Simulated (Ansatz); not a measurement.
# ClH4MgN: the cost of one run

Computed with Ansatz 0.2.0, Gaussian basis. Level: BLYP-D4/def2-SVPD.

## 1. The system as given

The start, a first-order saddle point found at PBE0-D4 in triple zeta: 7 atoms, charge 0, spin multiplicity 1.

Atoms are counted from 1 here; the program's logs count them from 0.

Bond lengths: Mg1–N2 1.985 Å, Mg1–Cl3 2.189 Å, Mg1–H4 1.874 Å, Mg1–H5 1.938 Å, N2–H6 1.014 Å, N2–H7 1.014 Å. Angles: N2–Mg1–Cl3 154.3°, N2–Mg1–H4 43.6°, N2–Mg1–H5 73.2°, Cl3–Mg1–H4 162.1°, Cl3–Mg1–H5 132.5°, H4–Mg1–H5 29.6°, Mg1–N2–H6 124.3°, Mg1–N2–H7 124.4°, H6–N2–H7 106.7°.

Geometry (Å):

```xyz
7

Mg   -0.80237    0.32119   -0.57567
N     0.89742   -0.46066    0.08747
Cl   -2.27426    0.82247   -2.11705
H     0.06387    0.16356    1.07903
H    -0.74833    0.64100    1.33454
H     1.05435   -1.45232    0.22617
H     1.80933   -0.03525   -0.03459
```

## 2. Dynamics

Contents of md/in.yaml:

```yaml
crystal:
  periodic: [false, false, false]
  atoms:
    - {symbol: Mg, position_ang: [-0.802375, 0.321194, -0.575668]}
    - {symbol: N, position_ang: [0.897423, -0.460661, 0.087475]}
    - {symbol: Cl, position_ang: [-2.274259, 0.822474, -2.117053]}
    - {symbol: H, position_ang: [0.063865, 0.163559, 1.079027]}
    - {symbol: H, position_ang: [-0.748332, 0.641001, 1.334538]}
    - {symbol: H, position_ang: [1.054346, -1.452315, 0.226168]}
    - {symbol: H, position_ang: [1.809332, -0.035252, -0.034586]}
basis:
  gaussian: {orbitals: def2-SVPD}
hamiltonian: {xc: {name: BLYP}, dispersion: d4}
md: {n_steps: 80, timestep: 0.25, temperature: 700, ensemble: nve, seed: 675, initial_velocities: maxwell_boltzmann}
```

Started as:

```sh
$ ansatz run in.yaml --threads 2 --pin off --events-out ev --progress --plain --max-ram 4352MiB
```

**Question.** How long does this run take on 2 threads of Intel Xeon at 2.30GHz, shared host?

About 1.7 min.
